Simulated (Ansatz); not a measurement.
`[SiH3]Cl` + `[AlH2][SH]` → `[AlH2][S][SiH3]` + HCl  (ligand exchange at the Si–Cl bond)

Calculated with Ansatz (gas phase, PBE0-D4/def2-TZVP geometries, no zero-point term in ΔE). CCSD(T)/CBS is the MP2 limit (def2-TZVPP, def2-QZVPP) plus CCSD(T) − MP2 in def2-TZVPP, frozen cores. This one scheme is used for every species. Functionals use def2-TZVPP. B3LYP here is the variant with VWN-RPA as its local correlation; programs differ in this. HSE06 is defined as in plane-wave codes.

```csv
level,ΔE (kJ/mol),difference from CCSD(T)/CBS
PBE-D4,27.9,-3.4
revPBE-D4,26.6,-4.7
r2SCAN-D4,32.2,0.9
ωB97M-V,34.2,2.9
PBE,32.0,0.7
r2SCAN,33.2,1.9
PBE0,32.4,1.1
B3LYP,40.5,9.2
HSE06,32.4,1.1
MP2/def2-QZVPP,30.7,-0.6
CCSD(T)/CBS,31.3,0
```

Largest T1 diagnostic among the species: 0.011.

In def2-TZVPP, CCSD(T) changes the Hartree–Fock value by −14.8 kJ/mol (the triples alone add −2.4 kJ/mol) and MP2 by −15.5 kJ/mol. Leaving LDA and LC-ωPBE aside and taking each functional with its dispersion term where it has one, the values, not all of them listed here, spread over 10.6 kJ/mol, from revPBE-D4 to B2PLYP. LDA lies −4.1 kJ/mol from PBE without D4. The D4 term adds −6.7 kJ/mol with B3LYP and −3.7 kJ/mol with PBE0; it sums over pairs of atoms, weighted by their polarisabilities, and B3LYP, whose exchange is more repulsive, gets the larger term.
